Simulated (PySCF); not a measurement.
One of the candidates below gave these computed data.

All candidates are C4H7F.

| technique | computed result |
| --- | --- |
| 1H NMR | chemical shifts (computed TMS as zero) by class: 4.65 (1 H), 4.40 (1 H), 2.05 (2 H), 1.13 (3 H) ppm [GIAO PBE0/pcSseg-1] |
| NMR, other nuclei | isotropic shieldings of nuclei other than C and H, by class: 271 (1 F) ppm [GIAO PBE0/pcSseg-1] |
| 13C NMR | chemical shifts (computed TMS as zero) by class: 177.2 (1 C), 94.2 (1 C), 29.8 (1 C), 13.4 (1 C) ppm [GIAO PBE0/pcSseg-1] |
| Rotational structure | rotational constants A, B, C: 8.283, 3.851, 2.982 GHz [PBE0-D3(BJ)/def2-SVP] |
| Couplings | largest of the computed one-bond spin–spin couplings (means over like bonds): 19F–13C -331.8, 13C–1H +172.9, 13C–1H +169.6, 13C–1H +134.7 (×3), 13C–1H +132.8 (×2), 13C–13C +92.9, 13C–13C +54.1, 13C–13C +36.1 Hz [B3LYP/pcJ-1, spin–dipole term left out for some pairs] |
| UV, strongest line | among the 10 lowest singlet transitions: S2 at 7.39 eV (168 nm, f = 0.399) [TDDFT CAM-B3LYP/def2-SVPD] |

Electronic properties: PySCF, gas phase, density fitting. Levels stand in brackets. Isolated species at its PBE0-D3(BJ)/def2-SVP geometry (one conformer only). NMR values are class means; diastereotopic atoms form classes of their own.

Question: Which candidate is it?
A. `CC(C)=CF`
B. `C=C(C)CF`
C. `C/C=C\CF`
D. `C=C(F)CC`

Answer: D. It is `C=C(F)CC`. Numbering: `[CH2:1]=[C:2]([F:3])[CH2:4][CH3:5]`. Its formula, C4H7F, gives 1 degree of unsaturation: 0 rings and 1 π bond in the structure found. 4 carbons fall into 4 classes; from least to most shielded: vinylic C–F carbon [C2] (177.2 ppm), terminal =CH2 carbon [C1] (94.2 ppm), allylic carbon [C4] (29.8 ppm), methyl carbon [C5] (13.4 ppm). Hydrogen classes from least to most shielded: 1 H on a terminal =CH2 carbon, C1 (4.65 ppm), 1 H on a terminal =CH2 carbon, C1 (4.40 ppm), 2 H on an allylic carbon, C4 (2.05 ppm), 3 H on a methyl carbon, C5 (1.13 ppm, a mean of values up to 0.5 ppm apart in this geometry). The other shieldings belong to: 271 ppm, vinyl fluorine [F3]. The couplings run between: -331.8 Hz, vinyl fluorine [F3] and vinylic C–F carbon [C2]; +172.9 Hz, terminal =CH2 carbon [C1] and its hydrogen; +169.6 Hz, terminal =CH2 carbon [C1] and its hydrogen; +134.7 Hz, methyl carbon [C5] and its hydrogen (with 2 like pairs); +132.8 Hz, allylic carbon [C4] and its hydrogen (with 1 like pair); +92.9 Hz, terminal =CH2 carbon [C1] and vinylic C–F carbon [C2]; +54.1 Hz, vinylic C–F carbon [C2] and allylic carbon [C4]; +36.1 Hz, allylic carbon [C4] and methyl carbon [C5]. The optimised geometry has point group C1 and is an asymmetric top.

The others, at the same levels:
- `C=C(C)CF` fails: its computed 13C shifts are 148.4 (1 C), 116.2 (1 C), 85.9 (1 C), 19.5 (1 C) ppm, 1H shifts are 5.58 (1 H), 5.31 (1 H), 4.71 (2 H), 1.66 (3 H) ppm and rotational constant A is 9.122 GHz (against 8.283 GHz).
- `C/C=C\CF` fails: its computed 13C shifts are 135.4 (1 C), 135.2 (1 C), 78.8 (1 C), 15.7 (1 C) ppm, 1H shifts are 5.93 (1 H), 5.72 (1 H), 5.02 (2 H), 1.74 (3 H) ppm and rotational constant A is 13.457 GHz (against 8.283 GHz).
- `CC(C)=CF` fails: its computed 13C shifts are 151.6 (1 C), 119.9 (1 C), 19.3 (1 C), 15.3 (1 C) ppm, 1H shifts are 6.58 (1 H), 1.71 (3 H), 1.57 (3 H) ppm and smallest rotational constant is 2.671 GHz (against 2.982 GHz).

Each candidate is one conformer, not necessarily the lowest. The conformers computed, where there is a choice (atom-mapped SMILES and torsion angles):
- `[CH2:1]=[C:2]([F:3])[CH2:4][CH3:5]`: C1–C2–C4–C5 -120°
- `[CH2:1]=[C:2]([CH3:3])[CH2:4][F:5]`: C1–C2–C4–F5 2°
- `[CH3:1]/[CH:2]=[CH:3]\[CH2:4][F:5]`: C2–C3–C4–F5 -135°

One-bond C–F couplings are unscaled; at this level they come out some 30 % too large in size.
